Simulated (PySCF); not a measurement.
A structure optimised at PBE-D3(BJ)/def2-TZVP, used in a PySCF frequency run:

```xyz
9

C      1.3792     0.0000    -0.5124
S      0.0000     0.0000     0.6607
C     -1.3792     0.0000    -0.5124
H      1.3632    -0.8989    -1.1451
H      2.3040     0.0000     0.0787
H      1.3632     0.8989    -1.1451
H     -1.3632    -0.8989    -1.1451
H     -2.3040     0.0000     0.0787
H     -1.3632     0.8989    -1.1451
```

**Question.** Write its SMILES, formula and point group.

**Answer.** CSC, C2H6S, C2v

**Question.** What are its rotational constants (standard atomic weights)?

**Answer.** 17.704, 7.5267, 5.6673 GHz
